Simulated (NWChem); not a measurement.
All runs are NWChem calculations. System: NO (+1), charge 1, spin multiplicity 1, at a geometry optimised with PBE0/def2-SVP. The structure started from a generated list of species. Level: RHF/cc-pVDZ.

NWChem printed:

```
             Northwest Computational Chemistry Package (NWChem) 7.3.0
             --------------------------------------------------------

                                NWChem Input Module
                                -------------------

 Scaling coordinates for geometry "geometry" by  1.889725989
 (inverse scale =  0.529177249)

 Turning off AUTOSYM since
 SYMMETRY directive was detected!

                             Geometry "geometry" -> ""
                             -------------------------

 Output coordinates in angstroms (scale by  1.889725989 to convert to a.u.)

  No.       Tag          Charge          X              Y              Z
 ---- ---------------- ---------- -------------- -------------- --------------
    1 N                    7.0000     0.00000000     0.00000000     0.56528200
    2 O                    8.0000     0.00000000     0.00000000    -0.49462200

 Effective nuclear repulsion energy (a.u.)      27.9590660512

            Nuclear Dipole moment (a.u.)
            ----------------------------
        X                 Y               Z
 ---------------- ---------------- ----------------
     0.0000000000     0.0000000000    -0.0000037795

      Symmetry information
      --------------------

 Group name             C2v
 Group number             16
 Group order               4
 No. of unique centers     2

      Symmetry unique atoms

     1    2


 Summary of "ao basis" -> "" (spherical)
 ------------------------------------------------------------------------------
       Tag                 Description            Shells   Functions and Types
 ---------------- ------------------------------  ------  ---------------------
 *                          cc-pvdz                   on all atoms

 Summary of "ao basis" -> "ao basis" (spherical)
 ------------------------------------------------------------------------------
       Tag                 Description            Shells   Functions and Types
 ---------------- ------------------------------  ------  ---------------------
 N                          cc-pvdz                  6       14   3s2p1d
 O                          cc-pvdz                  6       14   3s2p1d

                                 NWChem SCF Module
                                 -----------------

  ao basis        = "ao basis"
  functions       =    28
  atoms           =     2
  closed shells   =     7
  open shells     =     0
  charge          =   1.00
[...]
    7   -1.1421
    8   -0.2802
    9   -0.2802
   10    0.2012
   11    0.5177
   12    0.5177
   13    0.5978
   14    0.6278
   15    0.7586
   16    0.8184
   17    0.8184

                       ROHF Final Molecular Orbital Analysis
                       -------------------------------------

 Vector    5  Occ=2.000000D+00  E=-1.155242D+00  Symmetry=b1
              MO Center= -6.6D-19,  4.8D-34, -1.2D-01, r^2= 7.0D-01
   Bfn.  Coefficient  Atom+Function         Bfn.  Coefficient  Atom+Function
  ----- ------------  ---------------      ----- ------------  ---------------
    18      0.536950  2 O  px                 4      0.389950  1 N  px
    21      0.280121  2 O  px                 7      0.162112  1 N  px

 Vector    6  Occ=2.000000D+00  E=-1.155242D+00  Symmetry=b2
              MO Center= -5.6D-34,  4.4D-18, -1.2D-01, r^2= 7.0D-01
   Bfn.  Coefficient  Atom+Function         Bfn.  Coefficient  Atom+Function
  ----- ------------  ---------------      ----- ------------  ---------------
    19      0.536950  2 O  py                 5      0.389950  1 N  py
    22      0.280121  2 O  py                 8      0.162112  1 N  py

 Vector    7  Occ=2.000000D+00  E=-1.142125D+00  Symmetry=a1
              MO Center= -3.0D-17,  2.6D-17,  5.2D-01, r^2= 8.8D-01
   Bfn.  Coefficient  Atom+Function         Bfn.  Coefficient  Atom+Function
  ----- ------------  ---------------      ----- ------------  ---------------
     6      0.508660  1 N  pz                 3      0.470688  1 N  s
    20     -0.372139  2 O  pz                 2      0.269849  1 N  s
    23     -0.173776  2 O  pz

 Vector    8  Occ=0.000000D+00  E=-2.801843D-01  Symmetry=b1
              MO Center=  2.4D-16, -4.9D-34,  2.3D-01, r^2= 1.1D+00
   Bfn.  Coefficient  Atom+Function         Bfn.  Coefficient  Atom+Function
  ----- ------------  ---------------      ----- ------------  ---------------
     7      0.583298  1 N  px                 4      0.548878  1 N  px
    21     -0.483780  2 O  px                18     -0.446132  2 O  px

 Vector    9  Occ=0.000000D+00  E=-2.801843D-01  Symmetry=b2
              MO Center= -5.1D-33, -1.5D-16,  2.3D-01, r^2= 1.1D+00
   Bfn.  Coefficient  Atom+Function         Bfn.  Coefficient  Atom+Function
  ----- ------------  ---------------      ----- ------------  ---------------
     8      0.583298  1 N  py                 5      0.548878  1 N  py
    22     -0.483780  2 O  py                19     -0.446132  2 O  py

 Vector   10  Occ=0.000000D+00  E= 2.011792D-01  Symmetry=a1
              MO Center=  2.7D-18,  1.5D-19,  4.8D-01, r^2= 2.3D+00
   Bfn.  Coefficient  Atom+Function         Bfn.  Coefficient  Atom+Function
  ----- ------------  ---------------      ----- ------------  ---------------
    17     -2.530582  2 O  s                  3      2.493705  1 N  s
     9     -2.135883  1 N  pz                23     -1.298622  2 O  pz
    16     -0.202402  2 O  s                 20     -0.176498  2 O  pz

 center of mass
 --------------
 x =   0.00000000 y =   0.00000000 z =   0.00026767

 moments of inertia (a.u.)
 ------------------
          29.953238405340           0.000000000000           0.000000000000
           0.000000000000          29.953238405340           0.000000000000
           0.000000000000           0.000000000000           0.000000000000

  Mulliken analysis of the total density
  --------------------------------------

    Atom       Charge   Shell Charges
 -----------   ------   -------------------------------------------------------
    1 N    7     6.34   2.00  0.98  0.80  1.91  0.54  0.11
    2 O    8     7.66   2.00  0.93  0.88  2.67  1.12  0.05

       Multipole analysis of the density wrt the origin
       ------------------------------------------------

     L   x y z        total         open         nuclear
     -   - - -        -----         ----         -------
     0   0 0 0      1.000000      0.000000     15.000000

     1   1 0 0      0.000000      0.000000      0.000000
     1   0 1 0     -0.000000      0.000000      0.000000
     1   0 0 1      0.279403      0.000000     -0.000004

     2   2 0 0     -5.925604      0.000000      0.000000
     2   1 1 0      0.000000      0.000000      0.000000
     2   1 0 1      0.000000      0.000000      0.000000
     2   0 2 0     -5.925604      0.000000      0.000000
     2   0 1 1     -0.000000      0.000000      0.000000
     2   0 0 2     -5.521652      0.000000     14.977092

 Task  times  cpu:        0.2s     wall:        0.2s

 Total times  cpu:        0.3s     wall:        0.3s
```

Write an NWChem input that would produce this output.

One answer among several that fit: 
```
start mol
memory heap 200 mb stack 900 mb global 1100 mb
charge 1
geometry units angstroms nocenter noautoz
  N      0.000000     0.000000     0.565282
  O      0.000000     0.000000    -0.494622
  symmetry group C2v
end
basis spherical
  * library cc-pvdz
end
scf
  rhf
  nopen 0
  maxiter 100
  thresh 1e-7
  semidirect memsize 60000000 filesize 0
end
task scf energy
```
